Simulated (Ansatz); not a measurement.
The input, for Ansatz 0.2.0:

```yaml
crystal:
  periodic: [false, false, false]
  atoms:
    - {symbol: Al, position_ang: [-0.093801, 0.000000, 0.000000]}
    - {symbol: H, position_ang: [-0.886724, 1.373384, 0.000000]}
    - {symbol: H, position_ang: [-0.886724, -1.373384, 0.000000]}
    - {symbol: H, position_ang: [1.381199, 0.000000, 0.000000]}
    - {symbol: H, position_ang: [2.903199, 0.000000, 0.000000]}
basis:
  gaussian: {orbitals: 6-31G}
magnetization: {spin_polarized: false, initial_magnetization: 1}
correlation: {method: ccsdtq, electrons: outside_noble_gas}
```

```sh
$ ansatz run in.yaml --threads 1 --pin off --events-out ev --progress --plain --max-ram 2393MiB
```

Task: Roughly how long does this take on 1 thread of Arm Neoverse V2, shared host, and how much host memory?

Result: 9 s wall and 0.18 GiB.

```
451 factors; integrals over basis functions are off by at most 2.0e-7 eV
mean field evaluation 1: about -6640.4206 eV, gradient 7.7e0 eV
mean field evaluation 2: about -6640.4243 eV, gradient 7.7e0 eV
mean field evaluation 4: about -6641.4409 eV, gradient 7.3e-1 eV
mean field evaluation 8: about -6641.4480 eV, gradient 3.0e-4 eV
mean field evaluation 16: about -6641.4480 eV, gradient 7.7e-7 eV
mean field -6641.44801736 eV, -244.0687129026 hartree, gradient 7.7e-7 eV, S^2 0.750000; 0 other end points of the search recorded, 0 dependent functions left out
5 core orbitals not correlated: weight in the atoms' cores, before any rotation towards them, 1.000 or more for the frozen orbitals, at most 0.000 for the correlated occupied ones
reference -6641.44801736 eV, -244.0687129026 hartree; 4, 3 occupied and 12, 13 virtual orbitals, 451 factors
second order -1.15019711 eV of doubles, -0.01713485 eV of singles
cycle   1  -1.47859215 eV  change   -3.1e-1 eV  update   4.9e-2
cycle   2  -1.66042296 eV  change   -1.8e-1 eV  update   2.3e-2
cycle   3  -1.67069009 eV  change   -1.0e-2 eV  update   6.4e-3
cycle   4  -1.67296287 eV  change   -2.3e-3 eV  update   2.4e-3
cycle   5  -1.67339808 eV  change   -4.4e-4 eV  update   1.2e-3
cycle   6  -1.67339050 eV  change    7.6e-6 eV  update   4.8e-4
cycle   7  -1.67355839 eV  change   -1.7e-4 eV  update   1.8e-4
cycle   8  -1.67353390 eV  change    2.4e-5 eV  update   9.1e-5
cycle   9  -1.67349906 eV  change    3.5e-5 eV  update   3.8e-5
cycle  10  -1.67351879 eV  change   -2.0e-5 eV  update   1.6e-5
cycle  11  -1.67352174 eV  change   -2.9e-6 eV  update   7.2e-6
cycle  12  -1.67352355 eV  change   -1.8e-6 eV  update   3.1e-6
cycle  13  -1.67352068 eV  change    2.9e-6 eV  update   1.2e-6
cycle  14  -1.67351986 eV  change    8.2e-7 eV  update   6.1e-7
Total energy: -6643.12153722 eV, -244.1302136233 hartree
```

For the same geometry and basis full CI lies 0.0 meV higher.
